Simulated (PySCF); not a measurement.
**NaS: energy against distance**

Set-up: PySCF, no relativity, basis sets Na def2-TZVP, S def2-TZVP. Energies in eV from Na + S in their ground configurations at the same level. State: ²Π (doublet), unpaired electrons π ↑.

All columns are PBE0. A positive dipole means Na(−)S(+).

```json
{"R (Å)": "2.140", "E (eV)": "-2.028", "μ (D)": "-7.23", "Mulliken charge on Na (basis-dependent)": "0.67", "HOMO (eV)": "-5.45", "LUMO (eV)": "-2.71", "Mayer bond order": "0.64", "⟨S²⟩": "0.76"}
{"R (Å)": "2.239", "E (eV)": "-2.306", "μ (D)": "-7.54", "Mulliken charge on Na (basis-dependent)": "0.65", "HOMO (eV)": "-5.33", "LUMO (eV)": "-2.59", "Mayer bond order": "0.67", "⟨S²⟩": "0.76"}
{"R (Å)": "2.339", "E (eV)": "-2.459", "μ (D)": "-7.85", "Mulliken charge on Na (basis-dependent)": "0.63", "HOMO (eV)": "-5.22", "LUMO (eV)": "-2.49", "Mayer bond order": "0.70", "⟨S²⟩": "0.76"}
{"R (Å)": "2.413", "E (eV)": "-2.512", "μ (D)": "-8.08", "Mulliken charge on Na (basis-dependent)": "0.61", "HOMO (eV)": "-5.15", "LUMO (eV)": "-2.41", "Mayer bond order": "0.72", "⟨S²⟩": "0.76"}
{"R (Å)": "2.488", "E (eV)": "-2.527", "μ (D)": "-8.31", "Mulliken charge on Na (basis-dependent)": "0.60", "HOMO (eV)": "-5.07", "LUMO (eV)": "-2.34", "Mayer bond order": "0.73", "⟨S²⟩": "0.76"}
{"R (Å)": "2.563", "E (eV)": "-2.511", "μ (D)": "-8.55", "Mulliken charge on Na (basis-dependent)": "0.59", "HOMO (eV)": "-5.00", "LUMO (eV)": "-2.27", "Mayer bond order": "0.74", "⟨S²⟩": "0.76"}
{"R (Å)": "2.662", "E (eV)": "-2.456", "μ (D)": "-8.86", "Mulliken charge on Na (basis-dependent)": "0.58", "HOMO (eV)": "-4.92", "LUMO (eV)": "-2.18", "Mayer bond order": "0.75", "⟨S²⟩": "0.76"}
{"R (Å)": "2.787", "E (eV)": "-2.349", "μ (D)": "-9.25", "Mulliken charge on Na (basis-dependent)": "0.57", "HOMO (eV)": "-4.81", "LUMO (eV)": "-2.08", "Mayer bond order": "0.75", "⟨S²⟩": "0.76"}
{"R (Å)": "2.936", "E (eV)": "-2.187", "μ (D)": "-9.72", "Mulliken charge on Na (basis-dependent)": "0.57", "HOMO (eV)": "-4.70", "LUMO (eV)": "-2.06", "Mayer bond order": "0.74", "⟨S²⟩": "0.76"}
{"R (Å)": "3.135", "E (eV)": "-1.944", "μ (D)": "-10.33", "Mulliken charge on Na (basis-dependent)": "0.57", "HOMO (eV)": "-4.58", "LUMO (eV)": "-2.23", "Mayer bond order": "0.72", "⟨S²⟩": "0.76"}
```

A fit through these points gives, at Re = 2.484 Å, μ = -8.30 D and dμ/dR = -3.13 D/Å; the reduced mass is 13.37 u.

Task: How strong is the fundamental in the double-harmonic approximation, I = 42.26·(dμ/dR)²/μred km/mol?

Result: I = 42.26·(-3.13)²/13.37 = 31.0 km/mol at PBE0.

The state is the lowest determinant that a PBE0 search found; another state may lie lower at other levels.
